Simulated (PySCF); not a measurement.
## Worked example: entropy of an ideal gas

CH₄S, SMILES CS (connectivity only; charge and spin as stated), charge +1, multiplicity 2.

Geometry: PBE0-D3(BJ)/def2-TZVP. The spin state was assumed, not searched.

PBE0-D3(BJ)/def2-TZVP (PySCF) gives the harmonic wavenumbers 217, 735, 791, 817, 1095, 1301, 1393, 1415, 2621, 3005, 3074, 3182 cm⁻¹ and the rotational temperatures 4.8434, 0.6577, 0.6267 K. The molar mass is 48.10 g/mol, the symmetry number 1, the spin multiplicity 2.

Q: Work out the entropy at 298.15 K and 1 atm in the rigid-rotor, harmonic-oscillator model.

A: 
Translation (Sackur–Tetrode at 1 atm): S = R[1.5 ln M + 2.5 ln T − 1.16487] = 157.1 J/(mol K).
Rotation: q = (√π/σ) T^1.5/√(θA θB θC) = 6460, S = R[ln q + 3/2] = 85.4 J/(mol K).
Vibration: with u = 1.4388 ν/T, each mode gives R[u/(e^u − 1) − ln(1 − e^−u)]:
```tsv
ν (cm⁻¹)	modes	u	S (J/(mol K))
217	1	1.05	8.30
735	1	3.55	1.12
791	1	3.82	0.90
817	1	3.94	0.81
1095	1	5.28	0.27
1301	1	6.28	0.11
1393	1	6.72	0.08
1415	1	6.83	0.07
```
The stiffer modes add less than 0.005 each. Sum 11.7 J/(mol K).
Spin: R ln 2 = 5.8 J/(mol K).
Total 259.9 J/(mol K); the program's own thermochemistry gives 259.9. Translation makes up 60 % and vibration 4 %. Anharmonicity, hindered rotation and orbital degeneracy are left out.
